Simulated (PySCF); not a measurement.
# Working out the ionisation energy of C

C [He] 2s2 2p2 (3P) → C⁺ [He] 2s2 2p1 (2P). All numbers are calculated (PySCF 2.14, no relativity, point nucleus, in def2-TZVP). Frozen: 1s2. Energies in hartree (1 hartree = 27.21139 eV):

```tsv
part	C (lower)	C⁺ (upper)
UHF	-37.692479	-37.295541
CCSD correlation	-0.086520	-0.073893
(T)	-0.002031	-0.001137
```

Task: What does Hartree-Fock give?

Result: (-37.295541) − (-37.692479) = 0.396938 hartree = 10.801 eV.

Task: What do CCSD and CCSD(T) give?

Result: The CCSD correlation energies differ by 0.012627 hartree = 0.344 eV and the triples by 0.000894 hartree = 0.024 eV, so CCSD gives 11.145 eV and CCSD(T) 11.169 eV.

Measured between the centres of the two terms (NIST): 11.262 eV, so CCSD(T) (valence) is off by -0.093 eV.

What remains against the reference includes basis incompleteness, the frozen core and higher excitations.
